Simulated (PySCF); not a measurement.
Compound: 3-methyl-1-butene, C5H10.
Z-matrix (Å and degrees, GFN2-xTB geometry), rows numbered from 1:
```
C 
C   1  1.3191
C   2  1.4993  1  124.56
C   3  1.5299  2  109.94  1  -119.27
C   3  1.5299  2  109.96  1   119.07
H   1  1.0783  2  121.66  3    -0.03
H   1  1.0770  2  122.25  3  -179.97
H   2  1.0829  1  120.35  3   179.97
H   3  1.0950  2  108.90  1    -0.09
H   4  1.0877  3  110.53  2    58.80
H   4  1.0878  3  110.47  2   178.91
H   4  1.0880  3  110.34  2   -61.15
H   5  1.0881  3  110.35  2    60.99
H   5  1.0877  3  110.49  2   -58.92
H   5  1.0879  3  110.46  2  -179.03
```

Computed with PBE0/pcSseg-1 in PySCF (dipole) on a GFN2-xTB geometry, gas phase.

Masses are those of the commonest isotopes; rigid-rotor values at the optimised geometry. The values belong to one conformer with, in the numbering `[CH2:1]=[CH:2][CH:3]([CH3:4])[CH3:5]`, C1–C2–C3–C4 -119°.

**Question.** Give the principal moments of inertia and the rotational constants in MHz.

**Answer.** Ia = 66.36, Ib = 140.20, Ic = 181.29 u·Å²; 505379 MHz·u·Å²/I gives A = 7615, B = 3605, C = 2788 MHz.

**Question.** What kind of rotor is it?

**Answer.** An asymmetric top; Ray's κ = -0.662.

**Question.** Is it planar, by Δ = Ic − Ia − Ib?

**Answer.** Not planar: Δ = Ic − Ia − Ib = -25.28 u·Å². For a rigid frame Δ = −2 Σ m c², so Σ m c² = 12.64 u·Å² lies off the ab plane: 8.99 from hydrogen and 3.65 from heavier atoms. The atom farthest from that plane is 1.49 Å away.

**Question.** Give the other two planar moments, Paa and Pbb, and the rms extents of the mass along the axes.

**Answer.** Paa = Σ m a² = (Ib + Ic − Ia)/2 = 127.56 and Pbb = Σ m b² = (Ia + Ic − Ib)/2 = 53.72 u·Å². With the mass M = 70.08 u, the rms extents √(P/M) along a, b and c are 1.35, 0.88, 0.42 Å.

**Question.** Give the coordinates in the principal-axis frame, origin at the centre of mass.

**Answer.** The sense of each axis is arbitrary; atoms in the order of the calculation.
```
atom  mass (u)   a (Å)   b (Å)   c (Å)
  C1    12.000   2.094   0.000  -0.169
  C2    12.000   0.910   0.001   0.413
  C3    12.000  -0.398   0.000  -0.319
  C4    12.000  -1.197   1.255   0.037
  C5    12.000  -1.196  -1.256   0.038
  H6     1.008   2.196  -0.003  -1.243
  H7     1.008   3.011   0.000   0.394
  H8     1.008   0.832   0.003   1.493
  H9     1.008  -0.202  -0.001  -1.396
 H10     1.008  -0.635   2.150  -0.219
 H11     1.008  -2.140   1.273  -0.504
 H12     1.008  -1.411   1.277   1.104
 H13     1.008  -1.408  -1.279   1.105
 H14     1.008  -0.633  -2.150  -0.220
 H15     1.008  -2.140  -1.274  -0.503
```

**Question.** Where do the levels up to J = 2 lie, in K?

**Answer.** Above 0(0,0), as E/k:
J = 1: 1(0,1) 0.307, 1(1,1) 0.499, 1(1,0) 0.538
J = 2: 2(0,2) 0.915, 2(1,2) 1.074, 2(1,1) 1.191, 2(2,1) 1.769, 2(2,0) 1.774
Those of J = 1 are B + C, A + C and A + B.

**Question.** Predict some low-J microwave lines.

**Answer.** The dipole components are |μa| = 0.33 D, |μb| = 0.00 D, |μc| = 0.05 D; the mirror of this Cs structure is the ac plane, so μb vanishes by symmetry and there are no b-type lines. The squared components, which scale the intensities, stand as 1.00 : 0.03 (a : c). Some lines, for components of 0.1 D or more:

| type | branch | J(Ka,Kc) | MHz | lower level (cm⁻¹) |
| --- | --- | --- | --- | --- |
| a | Q | 3(2,1) ← 3(2,2) | 549 | 1.869 |
| a | Q | 1(1,0) ← 1(1,1) | 817 | 0.347 |
| a | Q | 3(1,2) ← 3(1,3) | 4892 | 1.343 |
| a | R | 1(0,1) ← 0(0,0) | 6392 | 0.000 |
| a | R | 2(0,2) ← 1(0,1) | 12672 | 0.213 |
| a | R | 2(1,1) ← 1(1,0) | 13602 | 0.374 |
| a | R | 3(1,3) ← 2(1,2) | 17886 | 0.746 |
| a | R | 3(2,2) ← 2(2,1) | 19177 | 1.229 |
| a | R | 3(2,1) ← 2(2,0) | 19614 | 1.233 |
| a | R | 3(1,2) ← 2(1,1) | 20327 | 0.828 |

**Question.** Estimate the classical rotational partition function at 25 K, 200 K and 298.15 K.

**Answer.** Point group Cs, symmetry number σ = 1; q = (√π/σ)·√((kT/h)³/(ABC)), k/h = 20836.6 MHz/K: 2410 at 25 K, 54500 at 200 K, 99200 at 298.15 K.

No GFN2-xTB frequencies stand behind this structure, so it isn't proved a minimum. These are rigid-rotor constants of the computed structure; measured ground-state constants (B0) also hold zero-point vibration. A rigid rotor knows nothing of internal rotation, which can split or shift real lines.
